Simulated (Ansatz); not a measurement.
The cluster P3⁻ (the lowest singlet isomer of a short search). Charge -1, multiplicity 1. Geometry PBE-D4/def2-TZVPD, basis def2-TZVPD, Ansatz.

```xyz
3

P     1.039   -0.688    1.519
P     0.000    0.000    0.000
P    -1.039    0.688   -1.519
```

| run | HOMO (eV) | LUMO (eV) |
| --- | --- | --- |
| A | -1.60 | 3.93 |
| B | -0.34 | 2.60 |
| C | -0.15 | 2.53 |
| D | -2.67 | 4.77 |
| E | -1.10 | 3.18 |
| F | -0.61 | 2.79 |

HSE06 is defined as in plane-wave codes, on full-range PBE exchange. The structure comes from a short search, and lower isomers may exist.

Problem. The runs used BHLYP, HSE06, PBE, r2SCAN, r2SCAN0, ωB97M-V. Estimate which is which.

Solution. A BHLYP (50 % exact exchange); B r2SCAN (0 % exact exchange); C PBE (0 % exact exchange); D ωB97M-V (range-separated); E r2SCAN0 (25 % exact exchange); F HSE06 (range-separated). Exact exchange lowers occupied and raises empty levels; among semilocal functionals meta-GGAs tend to open the gap a little, and such runs are hard to tell apart. The gap grows from 2.67 eV (PBE) to 7.45 eV (ωB97M-V).
